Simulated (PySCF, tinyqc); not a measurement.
Worked calculation: CCSD on RHF in the sto-3g basis, for CH+, spin multiplicity 1. The lowest restricted solution is unstable here: a spin-polarised one lies 0.0133 hartree lower (PySCF). Computed by tinyqc, a small Python program that keeps every step (integrals from PySCF). Settings: charge = 1, multiplicity = 1, basis = sto-3g, method = RHF, energy threshold = 1e-10, iteration cap = 73, orthogonalisation = canonical, start = atomic densities, DIIS depth = 6, amplitude equations = CCSD, DIIS depth for amplitudes = 0, cap on updates = 64. Command: `OMP_NUM_THREADS=1 python tinyqc.py 29432 29433 out.jsonl` (the two numbers bound the seeds that draw the settings). One thread of a shared host (Intel(R) Xeon(R) Processor @ 2.60GHz), about 0.3 s of CPU time with the checks. The early iterations of the SCF are left out here.

## One-electron integrals

Geometry (angstrom):
```
atom        x        y        z
C     0.00000  0.00000  0.00000
H     0.00000  0.00000  1.70100
```

Basis sto-3g: exponents (1/bohr^2) and contraction coefficients of normalised primitives:
```
element  l (shell)  exponent  coefficient
C            s (1)  71.61684      0.15433
C            s (1)  13.04510      0.53533
C            s (1)   3.53051      0.44463
C            s (2)   2.94125     -0.09997
C            s (2)   0.68348      0.39951
C            s (2)   0.22229      0.70012
C            p (3)   2.94125      0.15592
C            p (3)   0.68348      0.60768
C            p (3)   0.22229      0.39196
H            s (1)   3.42525      0.15433
H            s (1)   0.62391      0.53533
H            s (1)   0.16886      0.44463
```

Overlap, kinetic and nuclear-attraction integrals over the contracted functions; the nuclear repulsion is the sum of Za Zb / Rab.

nuclear repulsion = 1.8665863 hartree

overlap S, lower triangle:
```
          1C 1s    1C 2s   1C 2px   1C 2py   1C 2pz    2H 1s
1C 1s   1.00000
1C 2s   0.24836  1.00000
1C 2px  0.00000  0.00000  1.00000
1C 2py  0.00000  0.00000  0.00000  1.00000
1C 2pz  0.00000  0.00000  0.00000  0.00000  1.00000
2H 1s   0.01575  0.21080  0.00000  0.00000  0.24322  1.00000
```

kinetic energy T (hartree), lower triangle:
```
           1C 1s     1C 2s   1C 2px   1C 2py   1C 2pz    2H 1s
1C 1s   15.89112
1C 2s   -0.08589   0.47225
1C 2px   0.00000   0.00000  1.47773
1C 2py   0.00000   0.00000  0.00000  1.47773
1C 2pz   0.00000   0.00000  0.00000  0.00000  1.47773
2H 1s   -0.00441  -0.00148  0.00000  0.00000  0.03902  0.76003
```

nuclear attraction V (hartree), lower triangle:
```
            1C 1s     1C 2s    1C 2px    1C 2py    1C 2pz     2H 1s
1C 1s   -33.96384
1C 2s    -4.26949  -5.50049
1C 2px    0.00000   0.00000  -5.44404
1C 2py    0.00000   0.00000   0.00000  -5.44404
1C 2pz   -0.00695  -0.08041   0.00000   0.00000  -5.48833
2H 1s    -0.27504  -0.83677   0.00000   0.00000  -0.87429  -3.09012
```

core Hamiltonian H = T + V (hartree), lower triangle:
```
            1C 1s     1C 2s    1C 2px    1C 2py    1C 2pz     2H 1s
1C 1s   -18.07272
1C 2s    -4.35538  -5.02824
1C 2px    0.00000   0.00000  -3.96631
1C 2py    0.00000   0.00000   0.00000  -3.96631
1C 2pz   -0.00695  -0.08041   0.00000   0.00000  -4.01060
2H 1s    -0.27945  -0.83825   0.00000   0.00000  -0.83527  -2.33009
```

## Two-electron integrals

Functions are numbered as in S; the eight-fold symmetry (ij|kl) = (ji|kl) = (kl|ij) leaves the list below.

Two-electron integrals (ij|kl) in chemists' order, unique and non-zero (hartree):
```
(11|11) 3.54195   (21|11) 0.57692   (21|21) 0.11189   (22|11) 0.85468
(22|21) 0.20528   (22|22) 0.62471   (31|31) 0.02030   (32|31) 0.03086
(32|32) 0.13800   (33|11) 0.85244   (33|21) 0.20534   (33|22) 0.62457
(33|33) 0.67283   (41|41) 0.02030   (42|41) 0.03086   (42|42) 0.13800
(43|43) 0.03627   (44|11) 0.85244   (44|21) 0.20534   (44|22) 0.62457
(44|33) 0.60030   (44|44) 0.67283   (51|51) 0.02030   (52|51) 0.03086
(52|52) 0.13800   (53|53) 0.03627   (54|54) 0.03627   (55|11) 0.85244
(55|21) 0.20534   (55|22) 0.62457   (55|33) 0.60030   (55|44) 0.60030
(55|55) 0.67283   (61|11) 0.03676   (61|21) 0.00709   (61|22) 0.01299
(61|33) 0.01296   (61|44) 0.01296   (61|51) 0.00041   (61|52) 0.00077
(61|55) 0.01307   (61|61) 0.00046   (62|11) 0.11729   (62|21) 0.02869
(62|22) 0.10036   (62|33) 0.09781   (62|44) 0.09781   (62|51) 0.00266
(62|52) 0.02087   (62|55) 0.10537   (62|61) 0.00189   (62|62) 0.02471
(63|31) 0.00249   (63|32) 0.01427   (63|53) 0.00377   (63|63) 0.00250
(64|41) 0.00249   (64|42) 0.01427   (64|54) 0.00377   (64|64) 0.00250
(65|11) 0.11519   (65|21) 0.02848   (65|22) 0.10547   (65|33) 0.10063
(65|44) 0.10063   (65|51) 0.00460   (65|52) 0.03332   (65|55) 0.11503
(65|61) 0.00193   (65|62) 0.03060   (65|65) 0.03968   (66|11) 0.31054
(66|21) 0.07710   (66|22) 0.30739   (66|33) 0.29478   (66|44) 0.29478
(66|51) 0.00683   (66|52) 0.07543   (66|55) 0.33224   (66|61) 0.00509
(66|62) 0.10817   (66|65) 0.14699   (66|66) 0.77461
```

## Orthogonalisation

S = U s U^T; canonical form X = U s^(-1/2), so that X^T S X = 1. Each column of U has its largest component positive (the first on a tie).

eigenvalues of S: 0.63431  0.83055  1.00000  1.00000  1.15483  1.38030

X:
```
               1         2         3        4         5        6
1C 1s   -0.47750   0.66081   0.00000  0.00000  -0.52960  0.34969
1C 2s    0.74989  -0.42305   0.00000  0.00000  -0.35328  0.50394
1C 2px   0.00000   0.00000  -0.20197  0.97939   0.00000  0.00000
1C 2py   0.00000   0.00000   0.97939  0.20197   0.00000  0.00000
1C 2pz   0.49103   0.62937   0.00000  0.00000   0.57253  0.31794
2H 1s   -0.73829  -0.43849   0.00000  0.00000   0.36448  0.49715
```

Within a degenerate level the vectors are fixed only up to a rotation; this is one choice.

## Iteration 7 (converged): orbitals

converged F (hartree), lower triangle:
```
            1C 1s     1C 2s    1C 2px    1C 2py    1C 2pz     2H 1s
1C 1s   -11.61450
1C 2s    -3.08926  -1.83838
1C 2px    0.00000   0.00000  -0.22943
1C 2py    0.00000   0.00000   0.00000  -0.22943
1C 2pz   -0.01185  -0.02823   0.00000   0.00000  -0.61663
2H 1s    -0.20204  -0.37174   0.00000   0.00000  -0.39573  -0.49468
```

Diagonalise F' = X^T F X, C = X C', fill 3 alpha and 3 beta electrons from the bottom; D = 2 C_occ C_occ^T. Each column has its largest component positive (the first on a tie).

F' = X^T F X (hartree), lower triangle:
```
          1         2         3         4         5         6
1  -1.34704
2   2.06614  -3.81011
3   0.00000   0.00000  -0.22943
4   0.00000   0.00000   0.00000  -0.22943
5  -1.93143   3.60117   0.00000   0.00000  -4.88370
6   1.34539  -2.83324   0.00000   0.00000   3.34313  -3.55385
```

orbital energies (hartree): MO1 -11.61883, MO2 -1.10175, MO3 -0.73886, MO4 -0.22943, MO5 -0.22943, MO6 -0.13528

coefficients C:
```
             MO1       MO2       MO3       MO4      MO5       MO6
1C 1s    0.99455  -0.26397   0.07057   0.00000  0.00000   0.06033
1C 2s    0.02127   0.97449  -0.29784   0.00000  0.00000  -0.28507
1C 2px   0.00000   0.00000   0.00000   0.96078  0.27731   0.00000
1C 2py   0.00000   0.00000   0.00000  -0.27731  0.96078   0.00000
1C 2pz   0.00171   0.09326   0.76344   0.00000  0.00000  -0.68888
2H 1s   -0.00265   0.16325   0.46700   0.00000  0.00000   0.93413
```

D after iteration 7, lower triangle:
```
           1C 1s     1C 2s   1C 2px   1C 2py   1C 2pz    2H 1s
1C 1s    2.12760
1C 2s   -0.51420   2.07758
1C 2px   0.00000   0.00000  0.00000
1C 2py   0.00000   0.00000  0.00000  0.00000
1C 2pz   0.06192  -0.27293  0.00000  0.00000  1.18308
2H 1s   -0.02553   0.03987  0.00000  0.00000  0.74349  0.48949
```

Within a degenerate level the vectors are fixed only up to a rotation; this is one choice.

## Convergence

Stop when the energy changes by less than 1e-10 hartree and every element of the error matrix X^T (F D S - S D F) X is below 3e-06.

Course of the cycle:
```
iteration  E (hartree)     change  largest element of the error matrix
1          -33.6696867          -                             1.72e-01
2          -37.3702531  -3.70e+00                             3.45e-02
3          -37.3707871  -5.34e-04                             7.54e-03
4          -37.3708369  -4.97e-05                             1.24e-03
5          -37.3708384  -1.48e-06                             2.42e-05
6          -37.3708384  -5.62e-10                             2.13e-07
7          -37.3708384  -6.39e-14                             1.84e-09
```

PySCF RHF in the same basis = -37.3708384 hartree

Converged in 7 iterations.

## Integrals over molecular orbitals

(pq|rs) = sum C_ip C_jq C_kr C_ls (ij|kl), one index at a time.

one-electron integrals over orbitals h = C^T H C (hartree), lower triangle:
```
           1         2         3         4         5         6
1  -18.06145
2    0.39684  -4.17286
3   -0.09959   0.18474  -3.54368
4    0.00000   0.00000   0.00000  -3.96631
5    0.00000   0.00000   0.00000   0.00000  -3.96631
6   -0.08785   0.42129   0.74736   0.00000   0.00000  -2.80213
```

Two-electron integrals over orbitals (pq|rs), unique and non-zero (hartree):
```
(11|11) 3.51428    (21|11) -0.34795   (21|21) 0.05467    (22|11) 0.81441
(22|21) -0.01508   (22|22) 0.57954    (31|11) 0.09153    (31|21) -0.01278
(31|22) 0.00910    (31|31) 0.01662    (32|11) -0.08151   (32|21) 0.00571
(32|22) -0.00732   (32|31) 0.01675    (32|32) 0.10744    (33|11) 0.68541
(33|21) -0.00852   (33|22) 0.51243    (33|31) -0.00443   (33|32) -0.02718
(33|33) 0.53321    (41|41) 0.02143    (42|41) 0.02769    (42|42) 0.12141
(43|41) -0.00720   (43|42) -0.02695   (43|43) 0.03161    (44|11) 0.85207
(44|21) -0.01082   (44|22) 0.59301    (44|31) 0.00272    (44|32) -0.04645
(44|33) 0.51058    (44|44) 0.67283    (51|51) 0.02143    (52|51) 0.02769
(52|52) 0.12141    (53|51) -0.00720   (53|52) -0.02695   (53|53) 0.03161
(54|54) 0.03627    (55|11) 0.85207    (55|21) -0.01082   (55|22) 0.59301
(55|31) 0.00272    (55|32) -0.04645   (55|33) 0.51058    (55|44) 0.60030
(55|55) 0.67283    (61|11) 0.07914    (61|21) -0.01387   (61|22) -0.00064
(61|31) -0.00778   (61|32) -0.01570   (61|33) 0.00719    (61|44) 0.00237
(61|55) 0.00237    (61|61) 0.01243    (62|11) -0.13413   (62|21) 0.00259
(62|22) -0.07512   (62|31) -0.01342   (62|32) -0.02881   (62|33) -0.01077
(62|44) -0.07431   (62|55) -0.07431   (62|61) 0.00945    (62|62) 0.06319
(63|11) -0.24670   (63|21) 0.00497    (63|22) -0.11252   (63|31) 0.00180
(63|32) 0.07024    (63|33) -0.06551   (63|44) -0.13790   (63|55) -0.13790
(63|61) -0.00378   (63|62) 0.05424    (63|63) 0.16330    (64|41) -0.00576
(64|42) -0.02483   (64|43) -0.01152   (64|64) 0.01745    (65|51) -0.00576
(65|52) -0.02483   (65|53) -0.01152   (65|65) 0.01745    (66|11) 0.53128
(66|21) -0.00457   (66|22) 0.44305    (66|31) 0.00934    (66|32) 0.07662
(66|33) 0.47856    (66|44) 0.40875    (66|55) 0.40875    (66|61) -0.00577
(66|62) 0.00439    (66|63) 0.08318    (66|66) 0.59767
```

## CCSD: starting amplitudes

t_ij^ab = <ij||ab> / (e_i + e_j - e_a - e_b), whose energy is MP2.

Starting amplitudes (spin orbitals 1a, 1b, ...; amplitudes related by a flip of all spins are not repeated):
```
from      to         t
3a 3b  6a 6b  -0.13528
2a 2b  4a 4b  -0.06959
2a 2b  5a 5b  -0.06959
2a 3b  6a 6b  -0.03455
2a 2b  6a 6b  -0.03269
3a 3b  4a 4b  -0.03102
3a 3b  5a 5b  -0.03102
2a 3b  4a 4b   0.01951
2a 3b  5a 5b   0.01951
1a 2b  4a 4b  -0.00226
1a 2b  5a 5b  -0.00226
1a 1b  4a 4b  -0.00094
1a 1b  5a 5b  -0.00094
1a 2b  6a 6b  -0.00076
1a 3b  4a 4b   0.00060
1a 3b  5a 5b   0.00060
1a 1b  6a 6b  -0.00054
1a 3b  6a 6b   0.00031
```

correlation energy = -0.0491977 hartree

## CCSD: amplitude update 1

t_i^a D_i^a and t_ij^ab D_ij^ab are set to the remaining terms of the spin-orbital equations, evaluated with the old amplitudes; for the doubles these are <ij||ab> + 1/2 <ab||ef> t_ij^ef + 1/2 <mn||ij> t_mn^ab + P(ij)P(ab) <mb||ej> t_im^ae + terms in t^2 + terms with t1, D the orbital-energy denominators.

Amplitudes after update 1 (spin orbitals 1a, 1b, ...; amplitudes related by a flip of all spins are not repeated):
```
from      to          t
3a 3b  6a 6b   -0.18673
2a 2b  4a 4b   -0.10128
2a 2b  5a 5b   -0.10128
2a 3b  6a 6b   -0.05619
3a 3b  4a 4b   -0.04485
3a 3b  5a 5b   -0.04485
2a 2b  6a 6b   -0.03518
2a 3b  4a 4b    0.03367
2a 3b  5a 5b    0.03367
3a        6a    0.03222
1a 2b  4a 4b   -0.00226
1a 2b  5a 5b   -0.00226
2a        6a   -0.00226
1a 1b  4a 4b   -0.00076
1a 1b  5a 5b   -0.00076
1a 2b  6a 6b   -0.00061
1a 3b  4a 4b    0.00056
1a 3b  5a 5b    0.00056
1a 1b  6a 6b   -0.00038
1a 3b  6a 6b    0.00011
1a        6a  -1.57e-05
```

correlation energy = -0.0700250 hartree

## CCSD: amplitude update 2

As before.

Amplitudes after update 2 (spin orbitals 1a, 1b, ...; amplitudes related by a flip of all spins are not repeated):
```
from      to         t
3a 3b  6a 6b  -0.21670
2a 2b  4a 4b  -0.11599
2a 2b  5a 5b  -0.11599
2a 3b  6a 6b  -0.06380
3a 3b  4a 4b  -0.05082
3a 3b  5a 5b  -0.05082
3a        6a   0.04927
2a 3b  4a 4b   0.04295
2a 3b  5a 5b   0.04295
2a 2b  6a 6b  -0.03547
2a        6a  -0.00335
1a 2b  4a 4b  -0.00215
1a 2b  5a 5b  -0.00215
1a 1b  4a 4b  -0.00066
1a 1b  5a 5b  -0.00066
1a 2b  6a 6b  -0.00063
1a 3b  4a 4b   0.00050
1a 3b  5a 5b   0.00050
1a 1b  6a 6b  -0.00039
1a 3b  6a 6b   0.00008
1a        6a  4.92e-05
```

correlation energy = -0.0804757 hartree

## CCSD: amplitude update 3

As before.

Amplitudes after update 3 (spin orbitals 1a, 1b, ...; amplitudes related by a flip of all spins are not repeated):
```
from      to         t
3a 3b  6a 6b  -0.23257
2a 2b  4a 4b  -0.12296
2a 2b  5a 5b  -0.12296
2a 3b  6a 6b  -0.06701
3a        6a   0.05873
3a 3b  4a 4b  -0.05334
3a 3b  5a 5b  -0.05334
2a 3b  4a 4b   0.04843
2a 3b  5a 5b   0.04843
2a 2b  6a 6b  -0.03496
2a        6a  -0.00476
1a 2b  4a 4b  -0.00210
1a 2b  5a 5b  -0.00210
1a 2b  6a 6b  -0.00064
1a 1b  4a 4b  -0.00061
1a 1b  5a 5b  -0.00061
1a 3b  5a 5b   0.00046
1a 3b  4a 4b   0.00046
1a 1b  6a 6b  -0.00039
1a        6a   0.00008
1a 3b  6a 6b  4.57e-05
```

correlation energy = -0.0856616 hartree

## CCSD: convergence

E_corr = 1/4 sum <ij||ab> t_ij^ab + 1/2 sum <ij||ab> t_i^a t_j^b; stop when the norm of the change is below 1e-8.

Course of the amplitude iterations:
```
update  correlation energy (hartree)  norm of the change
0                         -0.0491977                   -
1                         -0.0700250            1.71e-01
2                         -0.0804757            8.96e-02
3                         -0.0856616            4.68e-02
4                         -0.0882851            2.46e-02
5                         -0.0896211            1.30e-02
6                         -0.0903077            6.87e-03
7                         -0.0906632            3.66e-03
8                         -0.0908486            1.96e-03
9                         -0.0909458            1.07e-03
10                        -0.0909972            5.96e-04
11                        -0.0910244            3.41e-04
12                        -0.0910390            2.02e-04
13                        -0.0910469            1.25e-04
...                              ...                 ...
26                        -0.0910565            8.56e-07
27                        -0.0910565            5.93e-07
28                        -0.0910565            4.11e-07
29                        -0.0910565            2.85e-07
30                        -0.0910565            1.98e-07
31                        -0.0910565            1.37e-07
32                        -0.0910565            9.51e-08
33                        -0.0910565            6.59e-08
34                        -0.0910565            4.57e-08
35                        -0.0910565            3.17e-08
36                        -0.0910565            2.20e-08
37                        -0.0910565            1.52e-08
38                        -0.0910565            1.06e-08
39                        -0.0910565            7.32e-09
```

Converged amplitudes (spin orbitals 1a, 1b, ...; amplitudes related by a flip of all spins are not repeated):
```
from      to         t
3a 3b  6a 6b  -0.25077
2a 2b  4a 4b  -0.13002
2a 2b  5a 5b  -0.13002
3a        6a   0.06955
2a 3b  6a 6b  -0.06917
2a 3b  4a 4b   0.05504
2a 3b  5a 5b   0.05504
3a 3b  4a 4b  -0.05431
3a 3b  5a 5b  -0.05431
2a 2b  6a 6b  -0.03351
2a        6a  -0.00772
1a 2b  4a 4b  -0.00205
1a 2b  5a 5b  -0.00205
1a 2b  6a 6b  -0.00065
1a 1b  5a 5b  -0.00056
1a 1b  4a 4b  -0.00056
1a 3b  5a 5b   0.00041
1a 3b  4a 4b   0.00041
1a 1b  6a 6b  -0.00038
1a        6a   0.00013
1a 3b  6a 6b  5.43e-06
```

CCSD total energy = -37.4618949 hartree

T1 diagnostic, norm of the one-spin t1 over sqrt(correlated electrons) = 0.02857

Converged in 39 updates.
